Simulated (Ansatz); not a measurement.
Mulliken charges of C₄H₄OS, SMILES `Oc1ccsc1` from PBE/def2-TZVPP in Ansatz (PBE0-D4/def2-TZVP geometry).

| atom | x (Å) | y (Å) | z (Å) | charge (e) |
| --- | --- | --- | --- | --- |
| O1 | 0.868 | -1.165 | -1.417 | -0.261 |
| C2 | 0.309 | -0.309 | -0.528 | 0.138 |
| C3 | -0.207 | -0.799 | 0.699 | -0.170 |
| C4 | -0.728 | 0.198 | 1.465 | -0.079 |
| S5 | -0.597 | 1.718 | 0.709 | 0.025 |
| C6 | 0.168 | 1.043 | -0.664 | -0.155 |
| H7 | 1.165 | -0.676 | -2.188 | 0.200 |
| H8 | -0.181 | -1.843 | 0.978 | 0.107 |
| H9 | -1.184 | 0.114 | 2.439 | 0.111 |
| H10 | 0.470 | 1.667 | -1.491 | 0.085 |

By hand: the dipole of these point charges (1 e Å = 4.8032 D).

Σ q r = (-0.010, 0.085, -0.006) e Å, of length 0.086 e Å = 0.41 D.

How does the dipole of the full density compare? (Estimate.)

Ansatz gave: (0.074, 0.079, -0.178) e Å, 1.00 D; the point charges give 0.41 times that, at 67° from its direction.

Point charges leave out the atoms' own dipoles, such as those of lone pairs, and Mulliken's split depends on the basis, so the two needn't agree.
